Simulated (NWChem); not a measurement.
System: hydrogen cyanide (CHN); SMILES C#N

Here is an NWChem input.

```
start job
memory heap 200 mb stack 900 mb global 1100 mb
geometry units angstroms noautoz
  C      0.000000     0.000000    -0.491549
  N      0.000000     0.000000     0.662233
  H      0.000000     0.000000    -1.571109
end
basis spherical
  * library def2-tzvpd
end
dft
  xc m06-2x
  iterations 150
  mulliken
end
task dft energy
```

All runs use the structure optimised with PBE0/def2-SVP.

**Question.** Predict the main results of this run. (M06-2X/def2-TZVPD.) Quantities: energy (Ha); highest occupied level (eV); orbital gap (eV); dipole (D).

**Answer.** 
```json
{
  "energy (Ha)": "-93.42",
  "highest occupied level (eV)": "-11.79",
  "orbital gap (eV)": "12.21",
  "dipole (D)": "3.07"
}
```
